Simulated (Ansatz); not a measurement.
Compare A (`NC1OCO1`) with its isomer B (`NC=C(O)O`).

Calculated with Ansatz (gas phase, PBE0-D4/def2-TZVP geometries, no zero-point term in ΔE). CBS: MP2 limit from def2 TZ/QZ plus the TZ coupled-cluster correction, frozen cores. DFT in def2-TZVPP. B3LYP here is the variant with VWN-RPA as its local correlation; programs differ in this. Each species was taken in one conformer, which may not be the lowest.

Question: Which is lower in electronic energy at CCSD(T)/CBS, and by how much? (An estimate is asked.)

Answer: Ansatz gave: B, by 56.1 kJ/mol.

Question: Give E(B) − E(A) in kJ/mol with B2PLYP, PBE-D4, CCSD(T)/def2-TZVPP, B3LYP, LDA (SPW92), PBE0-D4, BLYP-D4. (Best estimate.)

Answer: Ansatz gave: B2PLYP -59.2, PBE-D4 -60.7, CCSD(T)/def2-TZVPP -50.9, B3LYP -63.0, LDA (SPW92) -65.9, PBE0-D4 -55.5, BLYP-D4 -67.3. None reverses the order clearly.

Question: Does the order hold for the free energy at 298.15 K (harmonic terms from PBE0-D4)? (Best estimate.)

Answer: Computed: Yes: G(B) − G(A) = -59.3 kJ/mol, for one conformer each.

Largest T1 diagnostic: 0.012.

Leaving LDA and LC-ωPBE aside and taking each functional with its dispersion term where it has one, the values, not all of them listed here, spread over 25.6 kJ/mol, from BLYP-D4 to ωB97X-V. LDA lies −5.4 kJ/mol from PBE without D4. At CCSD(T), def2-SVP lies +4.8 kJ/mol from the extrapolated value and def2-TZVPP +5.2 kJ/mol.
